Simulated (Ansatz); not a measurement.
[BH4]− (borohydride): methods side by side

The species is [BH4]− (5 atoms), meant as a singlet with charge -1. As SMILES, `[BH4-]`. The coordinates come from a GFN2-xTB relaxation.

```csv
atom,x (Å),y (Å),z (Å)
B,0.0001,0.0002,-0.0001
H,0.6837,0.9970,0.2177
H,0.7263,-0.9885,-0.0671
H,-0.6004,0.1397,-1.0634
H,-0.8097,-0.1484,0.9129
```

Each level gives the energy change with the B1–H2 bond stretched from 1.228 to 1.842 Å (eV). The values are calculated.

```
                      level                    kind  program  value (eV)  less FCI/6-31G  CPU time (all runs)
   SVWN5/6-31G (restricted)                     LDA   Ansatz        1.31           +0.13               0.93 s
   wB97X/6-31G (restricted)  range-separated hybrid   Ansatz        1.35           +0.17                8.6 s
  B2PLYP/6-31G (restricted)           double hybrid   Ansatz        1.30           +0.12                  2 s
     MP2/6-31G (restricted)     perturbation theory   Ansatz        1.30           +0.12               0.28 s
    CCSD/6-31G (restricted)   coupled cluster or CI   Ansatz        1.20           +0.02               0.39 s
CCSDT(Q)/6-31G (restricted)   coupled cluster or CI   Ansatz        1.18            0.00               0.94 s
   CCSDT/6-31G (restricted)   coupled cluster or CI   Ansatz        1.18            0.00                  1 s
                  FCI/3-21G      exact in the basis   Ansatz        1.22           +0.04                 27 s
                  FCI/6-31G      exact in the basis   Ansatz        1.18            0.00                 22 s
```

FCI/6-31G is exact within its basis and frozen core, so for wave-function methods in that basis the difference is their error; functionals converge differently with the basis, so for them it is only a difference. Sets without diffuse functions describe the anion poorly. The first shape isn't each level's own minimum. The values span 1.18 to 1.35 eV. All rows use very small basis sets, so even the best lies far from the true value. CPU times are rough (shared hosts, several kinds of processor): they show what a rung costs within a factor of a few.
